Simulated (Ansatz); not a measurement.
A run of Ansatz (development build ahead of 0.2.0) on doublet C2H6(+) at this shape:

```tsv
atom	x (Å)	y (Å)	z (Å)
C	-1.0404	0.7232	0.6781
C	1.0650	-0.7456	-0.6787
H	-1.2900	0.2797	1.6729
H	-0.6239	1.6904	0.5617
H	-1.7252	0.5487	-0.1509
H	1.3636	-0.2246	-1.5776
H	1.6393	-0.5494	0.2220
H	0.5098	-1.6978	-0.6715
```

Its results:

* Converged: yes
* Total energy: -78.74990 hartree
* Spin squared of the determinant: 0.755
* Stability test: minimum

Forces (eV/Å):
| atom | Fx | Fy | Fz |
| --- | --- | --- | --- |
| C1 | -1.267 | -0.830 | -0.326 |
| C2 | 0.190 | -0.935 | 1.250 |
| H3 | 0.782 | 0.311 | -1.097 |
| H4 | 1.046 | 0.770 | 0.531 |
| H5 | 0.091 | -0.658 | 0.222 |
| H6 | -0.616 | 0.272 | -0.215 |
| H7 | -0.161 | 0.244 | -0.017 |
| H8 | -0.065 | 0.827 | -0.348 |

(1) Which input gives this output? Name the method, the orbitals and the basis set, and write the input.

Results:

(1) UHF in def2-SVP.

```yaml
crystal:
  periodic: [false, false, false]
  atoms:
    - { symbol: C, position_ang: [-1.04044, 0.72318, 0.67809] }
    - { symbol: C, position_ang: [1.06495, -0.74564, -0.67869] }
    - { symbol: H, position_ang: [-1.29001, 0.2797, 1.67289] }
    - { symbol: H, position_ang: [-0.6239, 1.69042, 0.56168] }
    - { symbol: H, position_ang: [-1.72523, 0.54873, -0.15091] }
    - { symbol: H, position_ang: [1.36357, -0.22458, -1.57759] }
    - { symbol: H, position_ang: [1.63931, -0.54944, 0.22203] }
    - { symbol: H, position_ang: [0.50982, -1.69775, -0.6715] }
basis:
  gaussian: { orbitals: def2-SVP }
total_charge: 1
magnetization:
  spin_polarized: true
  initial_magnetization: 1
hamiltonian:
  xc: hf
output:
  forces: true
```
